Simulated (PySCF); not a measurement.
**Shieldings and the share of exact exchange**

Molecule: SMILES CCOC(C)C, C₅H₁₂O.

Bonds (- single, = double, # triple, : aromatic): C1-C2, C2-O3, O3-C4, C4-C5, C4-C6. C1 carries H7, H8, H9; C2 carries H10, H11; C4 carries H12; C5 carries H13, H14, H15; C6 carries H16, H17, H18.

GIAO shieldings (ppm, equivalent atoms averaged) in PySCF 2.14 on the PBE0-D3(BJ)/def2-SVP geometry, basis pcSseg-1, gas phase, non-relativistic:

```csv
functional,exact exchange (%),σ(C4),σ(C2),σ(O3)
BLYP,0,97.6,106.0,234.2
BP86,0,103.5,111.7,243.3
PBE,0,103.9,112.1,240.9
B3LYP,20,104.3,112.3,249.6
PBE0,25,111.7,119.3,258.8
mPW1PW91,25,110.9,118.5,259.1
HF,100,127.4,133.0,293.0
```

Problem. Fit each shielding as a line in the percentage of exact exchange.

Solution. σ(C4) = 102.2 + 0.26 x (rms 2.7 ppm); σ(C2) = 110.5 + 0.23 x (rms 2.6 ppm); σ(O3) = 241.1 + 0.54 x (rms 3.8 ppm). The functionals also differ in their semilocal parts, which the line can't hold; Hartree–Fock has no correlation at all.

Problem. What does the line predict for BHandHLYP (50 %), and what does the run give?

Solution. σ(C4): 115.2 predicted, 113.3 computed; σ(C2): 122.0 predicted, 120.5 computed; σ(O3): 268.1 predicted, 267.5 computed ppm.
